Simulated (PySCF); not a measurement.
CH3 (charge +1).
Structure used (GFN2-xTB), in Å, numbered top down from 1:
```
atom  x, y, z in Å
C1     0.0026    0.0015    0.0121
H2     1.0959   -0.1348   -0.0312
H3    -0.6630   -0.7123   -0.5010
H4    -0.4253    0.8505    0.5704
```

The geometry is computed with GFN2-xTB (gas phase).

Masses are those of the commonest isotopes; rigid-rotor values at the optimised geometry. 

Q: Give the principal moments of inertia and the rotational constants in MHz.

A: Ia = 1.84, Ib = 1.84, Ic = 3.68 u·Å²; 505379 MHz·u·Å²/I gives A = 275046, B = 274928, C = 137494 MHz.

Q: Classify the top.

A: An oblate symmetric top, as the point group D3h requires two equal moments; the computed ones differ by 0.04 % because the geometry is symmetric only within the optimiser's tolerance: κ = (2 × 274928 − 275046 − 137494)/(275046 − 137494) = 1.00.

Q: Is it planar, by Δ = Ic − Ia − Ib?

A: Planar: Δ = Ic − Ia − Ib = 0.00 u·Å². For a rigid frame Δ = −2 Σ m c², so it vanishes when all atoms lie in the ab plane; here none is more than 0.01 Å from it.

No frequency check. These are rigid-rotor constants of the computed structure; measured ground-state constants (B0) also hold zero-point vibration.
